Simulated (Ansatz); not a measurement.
**Scandium, hcp: r²SCAN0 at the r²SCAN geometry**

How do the levels and moments change when part of the exchange is made exact, and what does it cost? The cell comes from an earlier r²SCAN relaxation. Exact exchange is dear, so the k-mesh is coarse, and r²SCAN is run on the same mesh for comparison.

Computed with Ansatz 0.2.0 (DFT, plane waves (500 eV) with PBE-made PAW files, scalar-relativistic; functionals as named at each step, unless a step says otherwise).

## (1) The starting structure

It takes space group P6_3/mmc (No. 194, hexagonal). The conventional cell has a = 3.287 Å, b = 3.287 Å, c = 5.334 Å, α = 90.00°, β = 90.00°, γ = 120.00°. Sc (site symmetry -6m2) has 12 Sc at 3.27 to 3.29 Å as nearest neighbours.

Structure file:

```xyz
2
Lattice="3.2872 0.0000 0.0000 -1.6436 2.8468 0.0000 0.0000 0.0000 5.3338" Properties=species:S:1:pos:R:3 pbc="T T T"
Sc    0.0000    1.8979    1.3335
Sc    1.6436    0.9489    4.0004
```

Starting moments (μB): +0.45 ×2.

## (2) r²SCAN, coarse mesh

The run with r²SCAN.

input.yaml reads:

```yaml
crystal:
  lattice:
    - [3.2871875403, 0.0, 0.0]
    - [-1.6435937701, 2.8467879169, 0.0]
    - [0.0, 0.0, 5.3338296247]
  atoms:
    - { symbol: Sc, position: [0.3333333333, 0.6666666667, 0.25], spin: 0.449 }
    - { symbol: Sc, position: [0.6666666667, 0.3333333333, 0.75], spin: 0.449 }
hamiltonian:
  xc: r2scan
  pseudopotentials:
    kind: paw
    azcp:
      Sc: "pseudopotentials/Sc.paw.azcp"
basis:
  ecutwfc: 500
  fft_grid_basis: typed
kpoints:
  mp_grid: { grid: [6, 6, 3], shift: [0, 0, 0] }
magnetization:
  spin_polarized: true
scf:
  occupations: { method: fermi_dirac, width: 0.1 }
```

## (3) r²SCAN0 on the coarse mesh

The run with r²SCAN0.

input.yaml: that of step 2 with these lines changed.

```diff
@@ -9,3 +9,3 @@
 hamiltonian:
-  xc: r2scan
+  xc: r2scan0
   pseudopotentials:
```

(Steps that only read results are left out.)

What does the calculation give? Wanted: r²SCAN: gap; r²SCAN: magnetic state; r²SCAN0: gap; r²SCAN0: magnetic state.

As calculated:

| quantity | value |
| --- | --- |
| r²SCAN: gap | none (levels filled in part) |
| r²SCAN: magnetic state | ferromagnetic, up to 0.46 μB per atom |
| r²SCAN0: gap | none (levels filled in part) |
| r²SCAN0: magnetic state | ferromagnetic, up to 0.52 μB per atom |
| r²SCAN0: SCF cycles, exchange loops | 53, 6 |
| r²SCAN0: CPU time over that of r²SCAN | 13 |

In words: Both r²SCAN and r²SCAN0 leave levels filled in part. The largest moment goes from 0.46 to 0.52 μB. The hybrid took 13 times as much CPU time as r²SCAN on the same settings. r²SCAN0 needed 6 outer loops of the exchange operator. Absolute energies differ from functional to functional, by eV per atom at times, and say nothing by themselves.
